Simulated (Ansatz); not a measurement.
Reaction (substitution at a C–F bond): `C=C(F)CF` + H₂S → `C=C(F)CS` + H–F

Computed with Ansatz on PBE0-D4/def2-TZVP structures; ΔE is electronic, products minus reactants. CCSD(T)/CBS is the MP2 limit (def2-TZVPP, def2-QZVPP) plus CCSD(T) − MP2 in def2-TZVPP, frozen cores. This one scheme is used for every species. DFT in def2-TZVPP. B3LYP here is the variant with VWN-RPA as its local correlation; programs differ in this. One conformer a species, not always the lowest.

| level | ΔE (eV) |
| --- | --- |
| BLYP-D4 | -0.33 |
| B2PLYP | -0.33 |
| BLYP | -0.22 |
| B3LYP | -0.24 |
| r2SCAN0 | -0.34 |
| LC-ωPBE | -0.32 |
| RPA@PBE/def2-TZVPP | -0.33 |
| HF/def2-SVP | 0.02 |

**Question.** What does CCSD(T)/CBS give? (Estimate.)

**Answer.** The calculation gave: -0.46 eV. The listed levels differ from it by 0.13, 0.13, 0.24, 0.22, 0.12, 0.14, 0.13, 0.48 eV.

Largest T1 diagnostic among the species: 0.012.

Leaving LDA and LC-ωPBE aside and taking each functional with its dispersion term where it has one, the values, not all of them listed here, spread over 0.18 eV, from revPBE-D4 to CAM-B3LYP-D4. At CCSD(T), def2-SVP lies +0.26 eV from the extrapolated value and def2-TZVPP +0.06 eV.
